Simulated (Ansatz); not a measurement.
C: from a trial structure to a relaxed crystal

Method: DFT r2SCAN, scalar-relativistic, plane waves, PAW in Ansatz 0.2.0. Cutoff 500 eV, Γ-centred k mesh, Gaussian smearing, no spin polarisation in the final step.

The start puts C on the alpha-boron structure type (R-3m, No. 166), at a guessed volume.

```
CELL_PARAMETERS angstrom
2.86770 1.65566 4.89057
-2.86770 1.65566 4.89057
0.00000 -3.31133 4.89057
ATOMIC_POSITIONS crystal
C 0.01019 0.65361 0.01019
C 0.01019 0.01019 0.65361
C 0.65361 0.01019 0.01019
C 0.98981 0.34639 0.98981
C 0.34639 0.98981 0.98981
C 0.98981 0.98981 0.34639
C 0.22118 0.63060 0.22118
C 0.22118 0.22118 0.63060
C 0.63060 0.22118 0.22118
C 0.77882 0.36940 0.77882
C 0.36940 0.77882 0.77882
C 0.77882 0.77882 0.36940
```

Cell and atoms relax at zero pressure; the relaxation can't lower the symmetry of the start. After a coarse first stage the cell is made exact in the group found at 0.06 Å.

Energies count from the standard state of C at the same level.

(1) Describe the relaxed structure.

(2) What are its volume, energy, density and gap?

## Answers

(1) It keeps R-3m (No. 166), but not the shape of the type it started on. Conventional cell: a = 5.111 Å, c = 20.396 Å. Around C on Wyckoff site h (6 atoms of the primitive cell) lie 3 C at 1.34–1.40 Å; C on Wyckoff site h (6 atoms of the primitive cell) is coordinated by 2 C at 1.34 Å.

```
C
1.0
     2.55537    1.47535    6.79870
    -2.55537    1.47535    6.79870
     0.00000   -2.95069    6.79870
C
12
Direct
  0.92429 0.65118 0.92429
  0.92429 0.92429 0.65118
  0.65118 0.92429 0.92429
  0.07571 0.34882 0.07571
  0.34882 0.07571 0.07571
  0.07571 0.07571 0.34882
  0.15106 0.69714 0.15106
  0.15106 0.15106 0.69714
  0.69714 0.15106 0.15106
  0.84894 0.30286 0.84894
  0.30286 0.84894 0.84894
  0.84894 0.84894 0.30286
```

(2) The volume per atom is 12.8 Å³. The density is 1.6 g/cm³. The energy over the standard structure is 1.61 eV/atom. The gap on the 9×9×9 mesh is 0 eV (a metal).

The final run used a 9×9×9 mesh on its 12-atom cell and 0.10 eV smearing. For metals, differences of a few meV/atom aren't resolved. Weakly bound directions are ill-defined at this level, which has no dispersion term. A structure relaxed within its symmetry needn't be a true minimum. The steps took about 10 core-minutes in all.